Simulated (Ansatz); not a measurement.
Results of PBE in Ansatz (PAW) for 2H MoS2.

Numerical settings: plane-wave cutoff 520 eV, 12×12×4 k mesh (along the axes of the cell as run), perturbation theory, no spin polarisation, scalar-relativistic PAW data made under PBE.

Computed at the level's own relaxed cell.

Harmonic phonon frequencies (cm⁻¹; i marks an imaginary mode; at Γ without the LO shift):

```csv
q point,frequencies
Γ,0 0 0 4 4 9 276 276 276 276 373 373 373 373 397 397 458 458
M,153 153 168 169 229 230 297 297 322 322 345 345 353 353 375 375 396 396
K,178 178 181 181 230 230 310 310 327 327 328 328 361 361 368 368 382 382
A,0 0 0 0 6 6 276 276 276 276 373 373 373 373 397 397 458 458
```

No imaginary mode appears at these points.

Note: the cell comes from a level without a dispersion term, which matters for the spacing of layers, chains or molecules; the cell has widely spaced layers and the level no dispersion term, so their spacing and the moduli can rest on weak binding.

Ansatz is a quantum-chemistry and plane-wave program.
